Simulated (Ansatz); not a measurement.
Cartesian coordinates (Å):
```xyz
8

C     -0.7124     0.0119    -0.0505
C      0.7124    -0.0119     0.0505
H     -1.1743     0.6960    -0.7553
H     -1.1626    -1.0335    -0.1104
H     -1.2210     0.0389     0.9692
H      1.1743    -0.6960     0.7553
H      1.2210    -0.0389    -0.9691
H      1.1626     1.0335     0.1104
```
Charge +1, spin multiplicity 2.

Method: frozen-core CCSD(T)/cc-pVTZ // PBE0-D3(BJ)/def2-TZVP run with Ansatz (a first-principles code).

```yaml
HF energy: -78.84421 Ha
MP2 correlation energy: -0.35127 Ha
```

Q: Estimate the CCSD correlation energy, the (T) correction, the total energy and the T1 diagnostic.

A: 
CCSD correlation energy: -0.37970 Ha
(T) correction: -0.01475 Ha
CCSD(T) total energy: -79.23867 Ha
T1 diagnostic: 0.011
